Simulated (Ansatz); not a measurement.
**AlPN (quartet): the correlation ladder, def2-TZVPP**

An exercise on one series of results from a longer session: the logs are not shown, and one member is left open.

Computed with Ansatz 0.2.0, Gaussian basis. Level: def2-TZVPP, core rule «outside noble gas», up to 11 orbitals frozen.

The runs, in order: UHF; ROHF; CCSD(T) on UHF.

2 further runs of the same task are left out: 2 set aside as unsound or not needed.

## The geometry

The geometry is a PBE0/def2-TZVP stationary point (not a proven minimum) of the parent state, kept for this charge and spin.

3 atoms, charge 0, spin multiplicity 4.

Atoms are counted from 1 here; the program's logs count them from 0.

Bond lengths: N1–Al2 1.848 Å, Al2–P3 2.160 Å. Angles: N1–Al2–P3 180.0°.

As a file:

```xyz
3
charge 0, multiplicity 4
N     0.0000    0.0000   -1.9520
Al    0.0000    0.0000   -0.1042
P     0.0000    0.0000    2.0562
```

The first run:

Contents of in.yaml:

```yaml
crystal:
  periodic: [false, false, false]
  atoms:
    - {symbol: N, position_ang: [0.000000, 0.000000, -1.952000]}
    - {symbol: Al, position_ang: [0.000000, 0.000000, -0.104200]}
    - {symbol: P, position_ang: [0.000000, 0.000000, 2.056200]}
basis:
  gaussian: {orbitals: def2-TZVPP}
magnetization: {spin_polarized: true, initial_magnetization: 3}
hamiltonian: {xc: hf}
output: {orbitals: {seedname: orbitals}}
```

Command:

```bash
$ ansatz run in.yaml --threads 1 --pin off --events-out ev --progress --plain --max-ram 4096MiB --backend cpu
```

Steps of the session up to this table: UHF; ROHF; CCSD(T) on UHF.

One table of the session follows, with a row left open; its other results are not shown here.

It belongs to the step «Misses and costs». 

| method | from UCCSD(T) (meV) |
| --- | --- |
| ROHF | +10117.4 |
| UHF | ? |
| UMP2 | +1658.9 |
| UCCSD | +505.9 |
| UCCSD(T) | 0 |

**Question.** Estimate the row for UHF.

As computed: from UCCSD(T) (meV): +9803.6. In the column «from UCCSD(T) (meV)» it lies between UMP2 (+1658.9) and ROHF (+10117.4).
